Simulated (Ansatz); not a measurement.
Reaction (SMILES): ClCl (Cl2) → Cl2+ (doublet, bonded as ClCl) + e-
B3LYP-D3(BJ)/def2-TZVP geometries, fixed; electronic energies without zero-point terms.

Basis-set convergence of the adiabatic ionisation energy at PBE with Ansatz (a first-principles code). All functions are spherical. The program fits the integrals of some runs and decomposes those of others, by size. Open shells are unrestricted. No added dispersion term, no relativity. Functions are those of the species that has most. Reference: the value in aug-cc-pV(5+d)Z, 11.116 eV, itself unsure by roughly 0.003 eV (its mean distance from pcseg-4, aug-pcseg-3, aug-cc-pV(Q+d)Z). Deviations are taken from unrounded values.

```tsv
basis	functions
pcseg-0	26
pcseg-1	36
aug-pcseg-1	54
pcseg-2	68
aug-pcseg-2	100
pcseg-3	128
aug-pcseg-3	178
pcseg-4	210
```

Which is the smallest pcseg set listed that can be trusted to 0.05 eV here, that is, within that of the reference together with its larger relatives (same family, alike in diffuse functions; a set with none to test it counts only in the reference's own line)?

The smallest set listed that lies within 0.05 eV of the reference with all its larger relatives (same family, alike in diffuse functions; a set with none counts only in the reference's own line) is aug-pcseg-2 (100 functions, 0.034 eV off). Value minus reference: pcseg-0 1.128, pcseg-1 0.229, aug-pcseg-1 0.182, pcseg-2 0.061, aug-pcseg-2 0.034, pcseg-3 -0.003, aug-pcseg-3 -0.001, pcseg-4 -0.003 eV.
